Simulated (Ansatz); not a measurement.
Two isomers of C2H3ClF2O: A = `COC(F)(F)Cl`, B = `FCOC(F)Cl`.

Gas-phase electronic energies from Ansatz, PBE0-D4/def2-TZVP geometries. CCSD(T)/CBS adds triple-zeta CCSD(T) − MP2 to the extrapolated MP2 energy (def2 sets, frozen cores). DFT in def2-TZVPP. B3LYP here is the variant with VWN-RPA as its local correlation; programs differ in this. Each species was taken in one conformer, which may not be the lowest.

Question: Which is lower in electronic energy at CCSD(T)/CBS, and by how much? (Best estimate.)

Answer: Computed: A, by 17.6 kJ/mol.

Question: Give E(B) − E(A) in kJ/mol with CCSD/def2-TZVPP, HF/def2-TZVPP, BLYP-D4, B3LYP, ωB97M-V, CCSD(T)/def2-TZVPP, B2PLYP. (Estimate.)

Answer: Computed: CCSD/def2-TZVPP 17.0, HF/def2-TZVPP 15.9, BLYP-D4 15.0, B3LYP 15.2, ωB97M-V 22.1, CCSD(T)/def2-TZVPP 17.8, B2PLYP 16.5. None reverses the order clearly.

Question: Does the order hold for the free energy at 298.15 K (harmonic terms from PBE0-D4)? (An estimate is asked.)

Answer: Computed: Yes: G(B) − G(A) = +19.9 kJ/mol, for one conformer each. Modes under 60 cm⁻¹, often nearly free rotors, make the harmonic entropy too high.

Largest T1 diagnostic: 0.012.

Leaving LDA and LC-ωPBE aside and taking each functional with its dispersion term where it has one, the values, not all of them listed here, spread over 11.4 kJ/mol, from BLYP-D4 to B97M-V. LDA lies +8.5 kJ/mol from PBE without D4. From BLYP to BHLYP (50 % exact exchange), in def2-TZVPP and without D4, E(B) − E(A) moves by +4.0 kJ/mol.
